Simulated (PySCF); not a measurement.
Mapped SMILES: `[cH:1]1[cH:2][cH:3][o:4][cH:5]1`. Each H is labelled by its parent atom.

GIAO PBE0/pcSseg-1 shifts (PySCF 2.14.0 with density-fitted response routines, gas phase, non-relativistic, equivalent atoms averaged), each against references optimised in the same way as the molecule (TMS, H2O).

On the GFN2-xTB geometry: C3/C5 147.1, C1/C2 116.7, O4 303.6, H(C3)/H(C5) 7.57, H(C1)/H(C2) 6.70 ppm.

**Question.** What changes on the PBE0-D3(BJ)/def2-SVP geometry?

**Answer.** 
```tsv
atoms	δ (ppm)	change
C3/C5	146.1	-1.0
C1/C2	115.4	-1.3
O4	306.9	+3.3
H(C3)/H(C5)	7.42	-0.15
H(C1)/H(C2)	6.55	-0.15
```

Bonds between heavy atoms that differ most (equivalent bonds averaged): C1–C2 1.417 → 1.431 Å, C3–O4 1.343 → 1.348 Å, C2–C3 1.360 → 1.363 Å. Mean change of bonds to hydrogen: C–H +0.016 Å.
